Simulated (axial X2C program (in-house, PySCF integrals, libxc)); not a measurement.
# Worked dissociation energy of AlN: HF, two-component

All values were computed with an axial X2C code built on PySCF integrals. Two-component (2c) means X2C with spin–orbit coupling and atomic mean-field two-electron Coulomb and Gaunt terms. Basis: Al dyall-v3z [8s8p2d1f], N dyall-av3z [7s7p3d2f] (cores contracted in-house); Gaussian nuclei, density fitting, unrestricted open shells. Masses: Al 26.982 u, N 14.003 u.

Molecular state: Ω = 2 (⟨Sz⟩ = 1.00, ⟨Lz⟩ = 1.00 at HF).

```
E(Al) (2M_J = 1) : -242.289363 hartree
E(N) (2M_J = 3)  : -54.431114 hartree
E(AlN) at Re     : -296.738350 hartree
ωe               : 689.2 cm⁻¹
```

Work out De and D0.

De = -242.289363 + (-54.431114) − (-296.738350) = 0.01787 hartree = 0.486 eV. The zero-point energy is ωe/2 = 345 cm⁻¹ = 0.043 eV, so D0 = 0.444 eV.

Dissociation energies refer to the lowest single-determinant-based atoms at the same level and basis. The state is one determinant with fixed occupations, lowest in a PBE0 search at one distance only: followed along the bond, the spin-free determinant M_S = 1, Λ = 0 reaches 0.14 eV lower at PBE0, at Re = 1.934 Å, so the state shown is not the lowest. With several unpaired electrons one determinant need not be a pure state. A state of lower Ω lies just above, and one determinant can place such states too high, so the state shown need not be the lowest. The search has Ω = 1 only 0.02 eV up. Open-shell Ω = 0 determinants with evenly filled partner blocks cannot be reached by this program, so the Ω shown need not be the lowest component. The determinant is spin-polarised beyond a pure state at some levels (its spin-free form has ⟨S²⟩ too high), which makes Re and μ there less reliable.

Hartree–Fock lacks correlation and underbinds, often by eV.

Each atomic determinant is the lowest at this level and need not be a pure J level. Totals compare only within one Hamiltonian and basis.
